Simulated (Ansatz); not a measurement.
Run this with Ansatz 0.2.0 through its Python package and show what comes out.

`ch6n_methods.py`
```python
"""One geometry of CH6N(+), method by method."""

from dataclasses import dataclass
import warnings

import ansatz as az
from rdkit import Chem
from rdkit.Chem import AllChem


@dataclass(frozen=True)
class Settings:
    basis_set: str = "def2-SVP"
    charge: int = 1


cfg = Settings()

warnings.simplefilter("ignore", az.DeckWarning)

# a force-field geometry from the SMILES
rd = Chem.AddHs(Chem.MolFromSmiles("C[NH3+]"))
AllChem.EmbedMolecule(rd, randomSeed=802)
AllChem.UFFOptimizeMolecule(rd)
system = az.Crystal.molecule()
for atom, xyz in zip(rd.GetAtoms(), rd.GetConformer().GetPositions()):
    system = system.atom(atom.GetSymbol(), xyz.round(5).tolist())

calc = (
    system.calculation()
    .basis(gaussian=cfg.basis_set)
    .charge(cfg.charge)
    .accuracy("medium")
)

methods = ["mp2", "ccsd", "ccsd_t"]
batch = az.Session.batch([calc.correlation(m).input() for m in methods])
reports = sorted(batch.plan().execute().molecular_reports, key=lambda each: each["member"])
print(f"Hartree-Fock reference {reports[0]['reference_energy_ev'] / 27.211386246:.6f} Ha")
best = reports[-1]["free_energy_ev"] - reports[-1]["reference_energy_ev"]
for method, each in zip(methods, reports):
    gained = each["free_energy_ev"] - each["reference_energy_ev"]
    print(f"{method:8s} total {each['free_energy_ev'] / 27.211386246:.6f} Ha  correlation {gained:9.4f} eV  ({100 * gained / best:.1f} % of the last)")
```

```console
$ python ch6n_methods.py
Hartree-Fock reference -95.505861 Ha
mp2      total -95.831942 Ha  correlation   -8.8731 eV  (88.8 % of the last)
ccsd     total -95.864660 Ha  correlation   -9.7634 eV  (97.8 % of the last)
ccsd_t   total -95.872875 Ha  correlation   -9.9870 eV  (100.0 % of the last)
```

Reading the output:
- These settings explore the input space; basis and method may be short of convergence.
- The geometry is a force-field or estimated start, not a minimum of this method, and the basis set is short of its limit. A lower total doesn't mark the better method: functionals have no common bound, and MP2 and coupled cluster aren't variational.
- Inner cores stay frozen, so this is valence correlation.
- Hardware and time: 1.9 s on 1 thread of Arm Neoverse V2 (shared host).
